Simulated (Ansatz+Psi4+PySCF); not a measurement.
Results of a calculation; reference values are marked as such.
## Psi4 1.11 run

```
molecule {
0 1
Li 0.000000 0.000000 1.663840
Li 0.000000 0.000000 -1.663840
}

set basis cc-pCVTZ
set reference rhf
set scf_type pk
energy('scf')
```

The input is written out from the run's settings.

Output:

```yaml
Converged: yes
Total_energy: -14.86604 hartree
Spin_squared_of_the_determinant: 0.000
Occupied_orbitals_by_symmetry_in_an_Abelian_subgroup_alpha;_beta: 2 Ag 1 B1u; 2 Ag 1 B1u
```

Caution: unrestricted orbitals would lower the determinant.
